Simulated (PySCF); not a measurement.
## Bonding in `Cc1ppc[p-]1`

Species: C3H4P3 (charge -1).
Atom-mapped SMILES: `[CH3:1][c:2]1[p:3][p:4][cH:5][p-:6]1` (hydrogens: H7, H8, H9 on C1; H10 on C5)

Structure used (GFN2-xTB), in Å, numbered top down from 1:
```
atom  x, y, z in Å
C1    -1.819   -0.096   -0.024
C2    -0.326    0.123   -0.015
P3     0.295    1.748   -0.019
P4     2.343    1.318    0.017
C5     2.229   -0.402    0.030
P6     0.731   -1.263    0.015
H7    -2.043   -1.150   -0.197
H8    -2.294    0.500   -0.805
H9    -2.260    0.199    0.931
H10    3.152   -0.971    0.046
```

Bond orders from the PBE0/pcSseg-1 density (PySCF). Geometry: GFN2-xTB; no solvent, vibrations or thermal averaging. GFN2-xTB frequencies show an imaginary mode (24i cm⁻¹), so this geometry is no minimum at that level. The pcSseg-1 basis has no diffuse functions, a weakness for an anion.

Problem. Where do the orders between heavy atoms depart from those drawn in the SMILES?

Solution. The largest departure is 0.222, at P6–C2 (drawn aromatic, 1.278), counting aromatic bonds as 1.5. The bonds drawn aromatic range from 1.28 to 1.35.

Problem. Give the Mayer order of every bond, beside its length.

Solution. 
```json
{"bond": "C1–C2", "drawn as": "single", "length (Å)": "1.510", "Mayer order": "1.030"}
{"bond": "C2–P3", "drawn as": "aromatic", "length (Å)": "1.739", "Mayer order": "1.338"}
{"bond": "P3–P4", "drawn as": "aromatic", "length (Å)": "2.093", "Mayer order": "1.299"}
{"bond": "P4–C5", "drawn as": "aromatic", "length (Å)": "1.723", "Mayer order": "1.354"}
{"bond": "C5–P6", "drawn as": "aromatic", "length (Å)": "1.728", "Mayer order": "1.285"}
{"bond": "P6–C2", "drawn as": "aromatic", "length (Å)": "1.744", "Mayer order": "1.278"}
{"bond": "C1–H7", "drawn as": "single", "length (Å)": "1.091", "Mayer order": "0.964"}
{"bond": "C1–H8", "drawn as": "single", "length (Å)": "1.090", "Mayer order": "0.963"}
{"bond": "C1–H9", "drawn as": "single", "length (Å)": "1.092", "Mayer order": "0.961"}
{"bond": "C5–H10", "drawn as": "single", "length (Å)": "1.085", "Mayer order": "0.947"}
```

Bonds between the same two heavy elements. C–P: lowest P6–C2 (1.278, 1.744 Å), highest P4–C5 (1.354, 1.723 Å); in 1 of the 6 pairs the longer bond (by over 0.003 Å) has the higher order (by 0.02 or more).

Problem. Sum the orders of all bonds at each heavy atom with more than one neighbour and set the sums beside the valence in the SMILES.

Solution. C1 3.918 (drawn 4), C2 3.646 (drawn 4), P3 2.637 (drawn 3), P4 2.653 (drawn 3), C5 3.586 (drawn 4), P6 2.563 (drawn 2). Orders between atoms that aren't bonded are not in these sums.

For a closed shell the Mayer order of atoms A and B is Σ (PS)μν (PS)νμ over the basis functions μ on A and ν on B, with P the density and S the overlap matrix.
